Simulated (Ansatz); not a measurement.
**Cost against result**

Saddle point of CH₅AlO, closed shell (CH₅AlO ([CH3][AlH][OH]) → AlHO ([OH][Al]) + CH₄; bonds formed: C2–H3; bonds broken: Al1–C2, Al1–H3), PBE0-D4/def2-TZVP structure:

```
8
angstrom
Al -1.1939 0.7574 0.1413
C 0.8326 0.0722 -0.3925
H -0.1018 1.5162 -0.6990
O -1.7410 -0.5831 1.0330
H 1.2080 -0.1140 0.6228
H 0.5516 -0.8627 -0.8964
H 1.6177 0.5591 -0.9719
H -1.1734 -1.3452 1.1626
```

Barriers are electronic and count from the start structure reached by relaxing down the imaginary mode.

Ansatz 0.2.0; basis: as named in each row; cores frozen in the correlated methods. B3LYP uses VWN-RPA correlation. Extrapolation: Hartree–Fock as exp(−7.88 √X), correlation as X^−2.97.

Times are rough, for one single point on 2 threads of a shared host (Arm Neoverse V1).

The estimate by CCSD(T) at an estimated basis limit (MP2 extrapolated from triple and quadruple zeta, plus CCSD(T) − MP2 in triple zeta) is 82.21 kcal/mol.

| method | basis | time (s) | barrier (kcal/mol) | method less estimate |
| --- | --- | --- | --- | --- |
| HF | STO-3G | under 1 | 146.90 | 64.70 |
| PBE-D4 | STO-3G | under 1 | 108.14 | 25.93 |
| SPW92 | def2-SVP | under 1 | 70.19 | -12.02 |
| B3LYP-D4 | 6-31G | under 1 | 80.41 | -1.80 |
| PBE-D4 | def2-SVP | under 1 | 72.66 | -9.55 |
| PBE0-D4 | def2-SVP | under 1 | 79.97 | -2.24 |
| SPW92 | def2-TZVPP | 1 | 70.01 | -12.20 |
| CCSD(T) | def2-SVP | 1 | 83.75 | 1.55 |
| PBE-D4 | def2-TZVPP | 2 | 72.53 | -9.68 |
| BLYP-D4 | def2-TZVPP | 2 | 74.50 | -7.71 |
| B3LYP-D4 | def2-TZVPP | 2 | 80.33 | -1.88 |
| BHLYP-D4 | def2-TZVPP | 2 | 88.48 | 6.28 |
| PBE0-D4 | def2-TZVPP | 2 | 79.68 | -2.53 |
| CAM-B3LYP-D4 | def2-TZVPP | 2 | 85.14 | 2.93 |
| r2SCAN-D4 | def2-TZVPP | 3 | 78.09 | -4.12 |
| B2PLYP | def2-TZVPP | 4 | 82.80 | 0.59 |
| PBE-QIDH | def2-TZVPP | 4 | 85.41 | 3.20 |
| wB97M-V | def2-SVP | 4 | 84.37 | 2.16 |
| r2SCAN0-D4 | def2-TZVPP | 4 | 83.02 | 0.82 |
| RPA on PBE | def2-TZVPP | 5 | 79.56 | -2.65 |
| wB97X-V | def2-TZVPP | 6 | 87.02 | 4.81 |
| wB97M-V | def2-TZVPP | 7 | 84.21 | 2.01 |
| B97M-V | def2-TZVPP | 8 | 80.69 | -1.52 |
| MP2 | def2-QZVPP | 15 | 85.18 | 2.97 |
| CCSD(T) | def2-TZVPP | 26 | 82.44 | 0.23 |

All methods are single points on the PBE0-D4 structures.

No T1 diagnostic of these runs exceeds 0.019. The restricted Hartree–Fock reference is unstable towards an unrestricted one at one or more of these structures. A large double-excitation amplitude points to some diradical character; no triplet was computed.

Labels in which every atom is bracketed show which atoms are joined, not bond orders.
